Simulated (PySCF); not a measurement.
Spectra and structures to be paired. Level of theory: TDDFT CAM-B3LYP/def2-SVPD, vertical, gas phase, core orbitals frozen in the response, def2 core potentials past Kr (PySCF). Geometries: PBE0-D3(BJ)/def2-SVP; one conformer of each isolated species. Triplets are in the Tamm–Dancoff approximation. Atoms past krypton carry core potentials; spin–orbit coupling is left out.

A. `I[Si](I)(I)C`
B. `[S-][N+]#C`
C. `c1cncnc1`
D. `C=CC[C@@H]1[SiH2]OC[C@H]1Cl`
E. `C[CH2][In]([CH2]C)[CH2]C(C)C`

Lowest singlet levels (six at most, fewer where fewer were computed) with oscillator strengths:

1. 296 nm (f 0.002); 292 nm (f 0.000); 220 nm (f 0.105); 216 nm (f 0.103); 186 nm (f 0.040); 185 nm (f 0.041); T1 3.96 eV
2. 274 nm (f 0.000); 255 nm (f 0.069 summed over 2 states); 241 nm (f 0.010); 234 nm (f 0.041 summed over 2 states); 198 nm (f 0.016 summed over 2 states); 192 nm (f 0.000) [of 10 roots; the last level is left out, as the window may have cut its degenerate partner]; T1 4.17 eV
3. 313 nm (f 0.000); 297 nm (f 0.000 summed over 2 states); 209 nm (f 0.002 summed over 2 states); 198 nm (f 0.035 summed over 2 states); 196 nm (f 0.712); 175 nm (f 0.057 summed over 2 states); T1 3.36 eV
4. 273 nm (f 0.006); 254 nm (f 0.000); 211 nm (f 0.044); 209 nm (f 0.000); 200 nm (f 0.006); 184 nm (f 0.050); T1 4.01 eV
5. 178 nm (f 0.004); 177 nm (f 0.032); 172 nm (f 0.053); 170 nm (f 0.044); 169 nm (f 0.322); 163 nm (f 0.040); T1 4.38 eV

Question: Which spectrum belongs to which structure?

Answer: 1 = E, 2 = A, 3 = B, 4 = C, 5 = D.
- A: S1 at 4.53 eV, HOMO→LUMO (94%); Löwdin shares by element: HOMO iodine 100%; LUMO iodine 72%, silicon 23%; HOMO -8.70 and LUMO -1.07 eV.
- B: S1 at 3.96 eV, HOMO-1/HOMO→LUMO/LUMO+1 (98%); Löwdin shares by element: HOMO (one of a set within 0.03 eV) sulfur 65%, nitrogen 19%, carbon 14%; LUMO (one of a set within 0.03 eV) carbon 35%, nitrogen 28%, sulfur 23%, hydrogen 14%; HOMO -7.95 and LUMO 0.11 eV; point group C∞v, 3 of its 10 listed states under f = 0.0005.
- C: S1 at 4.54 eV, HOMO→LUMO (99%); Löwdin shares by element: HOMO nitrogen 69%, carbon 14% or more (atoms not listed hold the other 17%); LUMO carbon 43% or more, nitrogen 36% (atoms not listed hold the other 20%); HOMO -8.94 and LUMO -0.25 eV; point group C2v, 2 of its 6 listed states under f = 0.0005.
- D: S1 at 6.97 eV, HOMO-2→LUMO (64%), HOMO-1→LUMO (11%); Löwdin shares by element: HOMO carbon 81% or more (atoms not listed hold the other 19%); LUMO silicon 23%, chlorine 21%, oxygen 10%, carbon 9% or more (atoms not listed hold the other 37%); HOMO -9.10 and LUMO 0.75 eV.
- E: S1 at 4.19 eV, HOMO→LUMO (97%); Löwdin shares by element: HOMO carbon 55% or more, indium 17% (atoms not listed hold the other 27%); LUMO indium 49%, carbon 17% or more (atoms not listed hold the other 34%); HOMO -7.67 and LUMO -0.17 eV.
A and C have S1 within 0.02 eV of each other; their strongest listed levels stand at 4.86 eV (f 0.069) and 6.75 eV (f 0.050).

A slash joins orbitals within 0.01 eV of each other, whose weights are summed (≥ marks a lower bound).
